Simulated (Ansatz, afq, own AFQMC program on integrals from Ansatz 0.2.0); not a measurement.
Two steps: Ansatz 0.2.0 writes the Fock matrix and Cholesky factors of the valence space, and afq projects on them the lowest state that overlaps trial and start.

```yaml
crystal:
  periodic: [false, false, false]
  atoms:
    - {symbol: Al, position_ang: [-0.059867, 0.000147, -0.132768]}
    - {symbol: H, position_ang: [0.448722, 0.001802, 1.985772]}
    - {symbol: H, position_ang: [-0.317066, -0.008906, 1.956389]}
    - {symbol: H, position_ang: [0.733301, 1.383310, -0.188797]}
    - {symbol: H, position_ang: [0.737612, -1.380129, -0.199290]}
basis:
  gaussian: {orbitals: cc-pVTZ}
total_charge: 1
magnetization: {spin_polarized: false, initial_magnetization: 2}
correlation: {method: ccsd_t, electrons: outside_noble_gas, hamiltonian_folder: ham}
```

```sh
$ ansatz run in.yaml --threads 1 --pin off --events-out ev --progress --plain --max-ram 24576MiB --backend cuda --devices 0, --max-vram 18GiB
```

afq runs on the folder ham with

```
--method phaseless --trial hf --walkers 1000 --populations 20 --least-time 40 --time-step 0.005 --steps-per-block 20 --equilibration-blocks 112 --max-blocks 4000 --target-error 0.0007499999999999999 --factor-cut 1e-05 --start spin_pure --seed 2539 --taylor-order 6
```

Times are imaginary, in 1/Eh. The walk had a cap of 95 s. With eight or more populations the least sampling time is a fifth of least-time, and the error comes from their spread.

afq prints:

```
orbitals 85  electrons 4 2  factors 504 of 512
reference energy -243.77818974 Eh
CCSD correlation -0.11901660 Eh in 12 cycles, weight of the determinant in the CISD state 0.9086
energy of the start -243.778189 Eh
 block  time / (1/Eh)  mean weight  energy / Eh
     1     0.100  1.0005  -243.800630
     2     0.200  1.0001  -243.816558
     3     0.300  1.0003  -243.829042
     4     0.400  1.0004  -243.837267
     5     0.500  1.0006  -243.846054
     7     0.700  1.0008  -243.856617
     9     0.900  1.0002  -243.865404
    13     1.300  0.9999  -243.874063
    21     2.100  1.0000  -243.884767
    29     2.900  1.0003  -243.891040
    37     3.700  1.0002  -243.892524
    45     4.500  0.9999  -243.891092
    53     5.300  1.0001  -243.891641
    61     6.100  1.0000  -243.890456
    69     6.900  0.9999  -243.891850
    77     7.700  0.9995  -243.887753
    85     8.500  1.0002  -243.893213
    93     9.300  1.0002  -243.893487
   101    10.100  1.0005  -243.895968
   109    10.900  1.0002  -243.890823
   117    11.700  0.9999  -243.888267
   125    12.500  1.0000  -243.891649
   133    13.300  1.0000  -243.895203
   141    14.100  0.9994  -243.896065
   149    14.900  0.9997  -243.889892
   157    15.700  1.0004  -243.887472
   165    16.500  1.0009  -243.890449
   173    17.300  0.9994  -243.887240
   177    17.700  1.0002  -243.884802
   181    18.100  1.0001  -243.889721
   189    18.900  0.9997  -243.888620
error from the spread of 20 populations
energy -243.890871 +/- 0.000744 Eh
(rows thinned)
```

The run passed its tests (sampling time, drift between the halves within three errors, error under three times the target), which doesn't prove that it has relaxed. The second half of the sampling lies above the first by 2.0 errors of their difference, so the energy may still be moving and its error bar be too small.

Against this walk (error 20.2 meV) on the same determinant: CCSD(T) 237.9 meV lower, CCSDT(Q) 258.4 meV lower, a separate phaseless walk with a CISD trial and standard settings 233.8 ± 20.4 meV lower. The error is statistical and leaves out the bias of the constraint. None of these is a sure reference here.

Cautions: constraint bias not in the error; lower spins were not checked; a spin-contaminated unrestricted determinant lies lower (UHF 410 meV lower, ⟨S²⟩ 2.07); the search met a lower determinant of the same kind, perhaps of another symmetry (174 meV lower), and this one is a saddle point; the CCSD(T) amplitudes may be one of several solutions (largest double 0.11); the CCSDT(Q) amplitudes may be one of several solutions (largest double 0.12).

The walk took 15 s on 1 × NVIDIA H100 80GB HBM3 with 2 threads of AMD EPYC 7R13 Processor (Zen 3), with other jobs on the host (the card was shared). The log's last line is the phaseless energy.

CCSDT and higher add their correlation energy to the determinant of the CCSD(T) run, since their own runs factorise the integrals more tightly (a shift of under 2 meV).
